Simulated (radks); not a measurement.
**Nuclear size and the levels of Cl²⁺**

The task here is to estimate one member of a computed series from the others.

Method: Dirac Kohn-Sham, PBE, spin-unpolarised, spherical densities, finite nucleus; open shells are shared between the two j in proportion to 2j + 1. Code: radks (a radial shooting solver on a logarithmic mesh, Libxc functionals) version 1.

## What is computed

* element: chlorine (Z = 17)
* charge: +2
* electrons: 15
* configuration: [Ne] 3s2 3p3
* nuclear rms radius: 3.3654 fm

The outer shells:

Cl²⁺
```
[Ne] core
3s [↑↓]
3p [↑ ][↑ ][↑ ]
```

Set-up of the first run:

Settings of this run:

```text
Z 17
configuration [Ne] 3s2 3p3 4s0 3d0
relativity Dirac
functional pbe,pbe
spin unpolarised
j_filling average
nucleus finite rms 3.3654 fm
c 137.035999084
```

Steps of the session up to this table: rms radius 3.3654 fm.

One of the session's tables, all rows but one given; the rest of the session is left out.

It belongs to the step «rms radius 3.3654 fm». From the orbitals of this run (lengths in bohr):

```
level     <r>  outermost maximum (interpolated)  90 % within  nodes
2p1/2  0.4047                             0.300        0.672      0
2p3/2  0.4070                             0.302        0.676      0
3s1/2   1.442                              1.25         2.15      2
3p1/2   1.598                              1.35         2.44      1
3p3/2   1.604                              1.35         2.45      1
3d3/2   2.179                              1.66         3.55      0
3d5/2       ?                                 ?            ?      ?
4s1/2   3.711                              3.41         5.34      3
```

Q: Estimate the row for 3d5/2 from the others.

As computed: <r>: 2.180; outermost maximum (interpolated): 1.66; 90 % within: 3.55; nodes: 0. In the column «<r>» it lies between 3d3/2 (2.179) and 4s1/2 (3.711).
